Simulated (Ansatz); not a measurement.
Reactions of C4H4F2, SMILES `C=C(F)C(=C)F`.

Computed with Ansatz on PBE0-D4/def2-TZVP structures; ΔE is electronic, products minus reactants. CCSD(T)/CBS adds triple-zeta CCSD(T) − MP2 to the extrapolated MP2 energy (def2 sets, frozen cores). This one scheme is used for every species, atoms too. Double bonds are as drawn, so ΔE can hold a change between cis and trans. No spin–orbit coupling; open shells (•) take unrestricted orbitals. Spin–orbit coupling would lower the free atoms: a little for C, F. Each species was taken in one conformer, which may not be the lowest.

Q: Order these by ΔE at CCSD(T)/CBS, lowest first. (An estimate is asked.)
A. `C=C(F)C(=C)F` → 4 C• + 2 F• + 4 H•
B. `C=C(F)C(=C)F` → `C=C(F)/C=C/F`
C. `C=C(F)C(=C)F` + H₂ → `C=CC(=C)F` + H–F
D. `C=C(F)C(=C)F` → `F[C@@H]1C=C[C@H]1F`
E. `C=C(F)C(=C)F` → `C=C/C(F)=C\F`

A: C (-101.9 kJ/mol), B (+2.3 kJ/mol), E (+22.8 kJ/mol), D (+39.3 kJ/mol), A (+4305.4 kJ/mol).

Largest T1 diagnostic: 0.012, for `C=C(F)/C=C/F`.
